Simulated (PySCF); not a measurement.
# C5H4O (Cyclopentadienone): the cost of one run

The runs use PySCF 2.14.0, with density-fitted response routines of our own; the level of theory stands in each step. All values are computed, except where a source is named. Atoms count from 0, in the outputs and in this text.

### 1 The starting structure

10 atoms, charge 0, multiplicity 1; geometry from: GFN2-xTB. The atoms were then displaced at random by about 0.01 Å, so the start is not that level's minimum.

Bonds of the start (Å): O0–C1 1.23, C1–C2 1.51, C2–C3 1.28, C3–C4 1.49, C4–C5 1.33, C5–C1 1.49, C2–H6 1.08, C3–H7 1.09, C4–H8 1.07, C5–H9 1.08.

### 2 Geometry optimisation at PBE0-D3(BJ)/def2-SVP

Job settings and geometry (Å):

```
{"job": {"xc": "PBE0", "basis": "def2-SVP", "d3": "d3bj", "grid": 1, "shake": 0.01, "kind": "geom"}, "charge": 0, "multiplicity": 1}
O      2.427200     0.236010    -0.178980
C      1.207760     0.127380    -0.096100
C      0.165160     1.208700     0.048430
C     -0.980460     0.634730     0.116650
C     -0.865040    -0.841990     0.006170
C      0.424450    -1.138940    -0.111070
H      0.443850     2.251510     0.102170
H     -1.953660     1.119100     0.224700
H     -1.700480    -1.505210     0.062920
H      0.881650    -2.112220    -0.195940
```

The run is started by

```
$ OMP_NUM_THREADS=1 python probes_run.py task.json out
```

The driver reads the jobs from task.json and runs them one after another.

Q: Estimate the wall time and peak memory of this first job on 1 thread of Arm Neoverse V1, shared host.

About 29 s, with a peak of 0.42 GiB.
